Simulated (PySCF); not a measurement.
C2H, SMILES [C]#C (connectivity only; charge and spin as stated), charge +1, multiplicity 1. The structure is a stationary point at B3LYP-D3(BJ)/def2-TZVPD. The multiplicity is an assumed one; other spin states were not compared. The isomer is the one that the SMILES or the coordinates give; other isomers of the formula were not compared.

TDA-PBE0/def2-TZVPD in PySCF puts the lowest singlet excitations at 1.18, 5.79, 6.88, 7.08, 7.77, 11.73 eV.

Task: What are the lowest excitation roots from ADC(2)/aug-cc-pVDZ (PySCF)? (Estimate from the structure and the level; the computed values follow.)

Result: -0.30, 0.13, 6.11, 6.56, 7.56, 7.81 eV. S1 differs by -1.48 eV (second minus first; roots are paired by order, and the bases may differ).
